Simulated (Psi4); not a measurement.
Process, species as SMILES: C(C)#C → C1=CC1
B3LYP-D3(BJ)/def2-TZVP geometries, fixed; electronic energies without zero-point terms.

Effect of the integral screening threshold at MP2/aug-cc-pVTZ with Psi4, against the last row, where the isomerisation energy is 23.95 kcal/mol. Cores are frozen.

| setting | largest shift of a total energy (mEh) | shift of the isomerisation energy (kcal/mol) |
|---|---|---|
| ints_tolerance: 1e-6 | 0.002 | 0.001 |
| ints_tolerance: 1e-8 | 0.000 | 0.000 |
| ints_tolerance: 1e-10 | 0.000 | 0.000 |
| ints_tolerance: 1e-14 | 0.000 | 0.000 |

Within 0.02 kcal/mol in the isomerisation energy: ints_tolerance: 1e-6; ints_tolerance: 1e-8; ints_tolerance: 1e-10. The largest shift is 0.002 mEh in a total energy and 0.001 kcal/mol in the difference.
